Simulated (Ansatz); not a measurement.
W: which structure is lowest?

Computed with Ansatz, DFT, BLYP, plane waves (420 eV) with PAW, scalar-relativistic. The PAW files were generated under PBE, with cores re-solved for the functional.

Each structure is relaxed within its own symmetry, so a high-lying one may be dynamically unstable.

```tsv
structure	ΔE (meV/atom)	V (Å³/atom)	cell	magnetic state
bcc	0	16.69	a = 3.220 Å	spin not included
beta-W (A15)	78	16.93	a = 5.136 Å	spin not included
dhcp	436	17.09	a = 2.812 Å, c = 9.983 Å (c/a = 3.550)	spin not included
fcc	444	17.02	a = 4.084 Å	spin not included
hcp	453	17.12	a = 2.804 Å, c = 5.031 Å (c/a = 1.795)	spin not included
omega (AlB2-type)	484	17.15	a = 4.748 Å, c = 2.636 Å (c/a = 0.555)	spin not included
simple cubic	1150	19.09	a = 2.673 Å	spin not included
diamond	1998	25.87	a = 5.915 Å	spin not included
```

ΔE counts from bcc.

Differences under about 8 meV lie within the error of the k-point mesh.
